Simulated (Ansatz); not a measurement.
Consider the substitution at a C–N bond: `C/C=N\C=C\Cl` + H–F → `F/C=C/Cl` + `CC=N`.

Isolated molecules relaxed with PBE0-D4/def2-TZVP in Ansatz; ΔE leaves out vibrations. CCSD(T)/CBS is the MP2 limit (def2-TZVPP, def2-QZVPP) plus CCSD(T) − MP2 in def2-TZVPP, frozen cores. This one scheme is used for every species. Double bonds are as drawn, so ΔE can hold a change between cis and trans. DFT in def2-TZVPP. Each species was taken in one conformer, which may not be the lowest.

```tsv
level	ΔE (kJ/mol)
r2SCANh-D4	48.3
HF/def2-SVP	25.0
```

**Question.** What does CCSD(T)/CBS give? (Best estimate.)

**Answer.** Computed: +53.9 kJ/mol. The listed levels differ from it by -5.6, -28.9 kJ/mol.

Largest T1 diagnostic among the species: 0.012.

The D4 term adds +9.2 kJ/mol with B3LYP and +5.4 kJ/mol with PBE0; it sums over pairs of atoms, weighted by their polarisabilities, and B3LYP, whose exchange is more repulsive, gets the larger term. In def2-TZVPP, CCSD(T) changes the Hartree–Fock value by +22.9 kJ/mol (the triples alone add +4.9 kJ/mol) and MP2 by +36.9 kJ/mol.

B3LYP here is the variant with VWN-RPA as its local correlation; programs differ in this.
